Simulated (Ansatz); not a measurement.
Molecular dynamics of BClH₂Mg

The input (input.yaml):

```yaml
crystal:
  periodic: [false, false, false]
  atoms:
    - { symbol: B, position_ang: [-0.763899, 0.593239, -0.514413] }
    - { symbol: Mg, position_ang: [0.823648, -0.641929, 0.552834] }
    - { symbol: Cl, position_ang: [2.378839, -1.847559, 1.601757] }
    - { symbol: H, position_ang: [-1.69877, 0.093937, -1.097383] }
    - { symbol: H, position_ang: [-0.739819, 1.802302, -0.542796] }
basis:
  gaussian: { orbitals: "6-31G*" }
hamiltonian:
  xc: pbe
  dispersion: d4
md:
  timestep: 0.5
  n_steps: 400
  ensemble: nvt_nose_hoover
  temperature: 300.0
  initial_velocities: maxwell_boltzmann
  seed: 661003
  nose_hoover: { tau: 300.0, chain_length: 5 }
scf:
  lower_state_search: "off"
```

Command:

```bash
$ ansatz run input.yaml --threads 2 --pin off --max-ram 3072MiB --backend cpu --events-out ev --progress --plain --runs-dir out
```

It starts from a relaxed structure.

Output, in part (step lines, the closing report, with atoms numbered from 0):

```
md step     0: t =     0.00 fs  T =   300.0 K  F+E_penalty+E_count = -18665.62686726 eV  E_kin = 0.116334 eV  conserved = -18665.51053326 eV  (14 SCF iters)
[... lines left out ...]
Total energy: -18665.58810458 eV, -685.9477108532 hartree
Atom 0 at    -0.780742     0.552665    -0.577289 Å, force    -0.184907    -0.022268     0.171907 eV/Å
Atom 1 at     0.855903    -0.588515     0.627286 Å, force    -0.508245     0.376351    -0.460963 eV/Å
Atom 2 at     2.366891    -1.867189     1.574788 Å, force     0.269769    -0.200659     0.200441 eV/Å
Atom 3 at    -1.627430    -0.013550    -1.239291 Å, force     0.178083    -0.161498     0.010458 eV/Å
Atom 4 at    -0.988097     1.747343    -0.573343 Å, force     0.245299     0.008075     0.078156 eV/Å
Dipole moment:    -0.336725     0.330398    -0.172500 e Å
```

The steps, from the saved trajectory:

```json
{"time (fs)": "0", "T (K)": "300", "potential energy less start (eV)": "0.000", "conserved less start (meV/atom)": "0.00"}
{"time (fs)": "6.5", "T (K)": "199", "potential energy less start (eV)": "0.039", "conserved less start (meV/atom)": "0.01"}
{"time (fs)": "13", "T (K)": "178", "potential energy less start (eV)": "0.047", "conserved less start (meV/atom)": "0.01"}
{"time (fs)": "19.5", "T (K)": "211", "potential energy less start (eV)": "0.035", "conserved less start (meV/atom)": "0.01"}
{"time (fs)": "26", "T (K)": "210", "potential energy less start (eV)": "0.035", "conserved less start (meV/atom)": "0.01"}
{"time (fs)": "32.5", "T (K)": "178", "potential energy less start (eV)": "0.048", "conserved less start (meV/atom)": "0.01"}
{"time (fs)": "39", "T (K)": "146", "potential energy less start (eV)": "0.060", "conserved less start (meV/atom)": "0.01"}
{"time (fs)": "45.5", "T (K)": "176", "potential energy less start (eV)": "0.048", "conserved less start (meV/atom)": "0.00"}
{"time (fs)": "52", "T (K)": "86", "potential energy less start (eV)": "0.084", "conserved less start (meV/atom)": "0.02"}
{"time (fs)": "58.5", "T (K)": "136", "potential energy less start (eV)": "0.064", "conserved less start (meV/atom)": "0.01"}
{"time (fs)": "65", "T (K)": "152", "potential energy less start (eV)": "0.058", "conserved less start (meV/atom)": "0.01"}
{"time (fs)": "71.5", "T (K)": "83", "potential energy less start (eV)": "0.085", "conserved less start (meV/atom)": "0.01"}
{"time (fs)": "78", "T (K)": "47", "potential energy less start (eV)": "0.099", "conserved less start (meV/atom)": "0.01"}
{"time (fs)": "84.5", "T (K)": "91", "potential energy less start (eV)": "0.083", "conserved less start (meV/atom)": "0.01"}
{"time (fs)": "91", "T (K)": "137", "potential energy less start (eV)": "0.065", "conserved less start (meV/atom)": "0.00"}
{"time (fs)": "97.5", "T (K)": "34", "potential energy less start (eV)": "0.105", "conserved less start (meV/atom)": "0.02"}
{"time (fs)": "104", "T (K)": "82", "potential energy less start (eV)": "0.087", "conserved less start (meV/atom)": "0.01"}
{"time (fs)": "110.5", "T (K)": "109", "potential energy less start (eV)": "0.077", "conserved less start (meV/atom)": "0.01"}
{"time (fs)": "117", "T (K)": "107", "potential energy less start (eV)": "0.078", "conserved less start (meV/atom)": "0.01"}
{"time (fs)": "123.5", "T (K)": "120", "potential energy less start (eV)": "0.073", "conserved less start (meV/atom)": "0.01"}
{"time (fs)": "130", "T (K)": "145", "potential energy less start (eV)": "0.064", "conserved less start (meV/atom)": "0.01"}
{"time (fs)": "136.5", "T (K)": "146", "potential energy less start (eV)": "0.064", "conserved less start (meV/atom)": "0.01"}
{"time (fs)": "143", "T (K)": "103", "potential energy less start (eV)": "0.081", "conserved less start (meV/atom)": "0.02"}
{"time (fs)": "149.5", "T (K)": "242", "potential energy less start (eV)": "0.028", "conserved less start (meV/atom)": "0.00"}
{"time (fs)": "156", "T (K)": "223", "potential energy less start (eV)": "0.037", "conserved less start (meV/atom)": "0.01"}
{"time (fs)": "162.5", "T (K)": "179", "potential energy less start (eV)": "0.055", "conserved less start (meV/atom)": "0.01"}
{"time (fs)": "169", "T (K)": "205", "potential energy less start (eV)": "0.046", "conserved less start (meV/atom)": "0.01"}
{"time (fs)": "175.5", "T (K)": "272", "potential energy less start (eV)": "0.021", "conserved less start (meV/atom)": "0.01"}
{"time (fs)": "182", "T (K)": "273", "potential energy less start (eV)": "0.023", "conserved less start (meV/atom)": "0.01"}
{"time (fs)": "188.5", "T (K)": "200", "potential energy less start (eV)": "0.052", "conserved less start (meV/atom)": "0.02"}
{"time (fs)": "195", "T (K)": "271", "potential energy less start (eV)": "0.026", "conserved less start (meV/atom)": "0.00"}
```

All steps were run. The conserved energy stayed within 0.02 meV per atom of its start (net change 0.0094 meV per atom), so the integration is sound. The mean temperature of the second half is 41 % below the set value. A run of 0.2 ps of so small a system gives no equilibrium averages.

The same pairs are bonded in the first frame and the last. Pairs count as bonded within 1.25 times the sum of covalent radii (0.12 Å more for H–H).

Last frame:

```xyz
5
Properties=species:S:1:pos:R:3
B -0.781 0.553 -0.577
Mg 0.856 -0.589 0.627
Cl 2.367 -1.867 1.575
H -1.627 -0.014 -1.239
H -0.988 1.747 -0.573
```

Time of the run: 4.6 min on 2 threads of Arm Neoverse N1, on a shared host, peak memory 0.085 GiB.
